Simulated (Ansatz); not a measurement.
Ansatz (a quantum-chemistry and plane-wave program) input:
A basis named .json is the Basis Set Exchange file of that set.

Ansatz 0.2 input:
```yaml
crystal:
  periodic: [false, false, false]
  atoms:
    - {symbol: Al, position_ang: [-0.00000000, 0.00000000, -0.00000000]}
    - {symbol: Cl, position_ang: [-0.00589674, 2.07624780, 0.02827792]}
    - {symbol: Cl, position_ang: [1.80113704, -1.03281539, -0.02893206]}
    - {symbol: Cl, position_ang: [-1.79524030, -1.04343241, 0.00065414]}
basis:
  gaussian:
    orbitals: aug-cc-pV_Q+d_Z.json
    fitting: {mean_field: def2-universal-jkfit, correlation: aug-cc-pVQZ-RIFIT.json}
magnetization: {spin_polarized: true, initial_magnetization: 2}
correlation: {method: mp2, electrons: outside_noble_gas}
```

Q: Which total energy does the run end on?

A: -1621.15076 Eh (RI-MP2/aug-cc-pV(Q+d)Z). The basis has 356 functions.

This state (charge 0, triplet) is run at the relaxed geometry of the species with charge 0 and multiplicity 1, and is a spin state other than that species' own.
